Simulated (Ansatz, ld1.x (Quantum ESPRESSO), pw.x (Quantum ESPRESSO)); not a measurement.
# Sr: does the ultrasoft potential hold in the solid?

| Quantity | Value |
| --- | --- |
| Element | Sr |
| Generator | ld1.x (Quantum ESPRESSO) 7.5 |
| Type | ultrasoft |
| Functional | PBE |
| Relativity | scalar-relativistic |
| Frozen core | [Ar] 3d10 |
| Valence charge | 10 |
| Reference configuration | 4s2 4p6 4d0 5s1 5p1 |
| Partial waves | 4s (bound): rcut 1.85, rcutus 2.15 bohr; 5s (bound): rcut 1.85, rcutus 2.15 bohr; 4p (bound): rcut 2.35, rcutus 2.90 bohr; 5p (bound): rcut 2.35, rcutus 2.90 bohr; 4d (bound, empty): rcut 2.40, rcutus 2.80 bohr; 4d channel at 1.85 Ry: rcut 2.40, rcutus 2.80 bohr |
| Local potential | all-electron potential smoothed inside 2.65 bohr (lloc = -2) |
| Core correction | Bessel-smoothed model core inside 1.65 bohr |
| Augmentation charge | PSQ, inside the norm-conserving radii |

Crystal test: fcc Sr in pw.x 7.5, no spin, 10³ k-points, Fermi–Dirac smearing 0.01 Ry, cutoffs 40/320 Ry. The reference is all-electron LAPW (Ansatz 0.2.0) with the same functional, mesh and smearing; V0 and B0 come from Birch–Murnaghan fits to the pressures at five volumes. Errors are pseudo minus all-electron; Δ is the rms difference of the E(V) curves that follow from these fits, minima aligned, over ±6 % about the mean V0. Mesh and smearing are coarse, so the numbers serve the comparison and aren't converged zero-temperature values; the lattice is a test structure that the element need not adopt.

All-electron: a0 = 6.043 Å (V0 = 55.17 Å³/atom), B0 = 11.8 GPa.

Question: How far does the potential miss the all-electron equation of state?

Answer: mean pressure error (GPa): +1.48. The pressure does not cross zero within the volumes sampled, so no fit is given. This is a poor potential for the solid. Atomic configuration tests: test run stopped at test 7 of 7 (negative rho), 1 before it not solved.

```
V (Å³/atom)  P all-electron (GPa)  P pseudo (GPa)
     52.388                  0.67            2.45
     53.766                  0.32            1.93
     55.145                  0.01            1.47
     56.524                 -0.28            1.05
     57.902                 -0.53            0.68
```

Question: At the middle volume, how do free energy and pressure move when the wave cutoff is lowered (ecutrho held at 320 Ry)?

Answer:

```json
{"cutoff (Ry)": "18", "shift of F (meV/atom)": "+36.8", "shift of P (GPa)": "-0.18"}
{"cutoff (Ry)": "24", "shift of F (meV/atom)": "+6.9", "shift of P (GPa)": "-0.08"}
{"cutoff (Ry)": "32", "shift of F (meV/atom)": "+2.2", "shift of P (GPa)": "-0.01"}
```

The run at the middle volume (47 k-points, 16 iterations) took about 26 s on one core of a shared host (Neoverse-V2, 96 threads, 742 GiB, load 25).
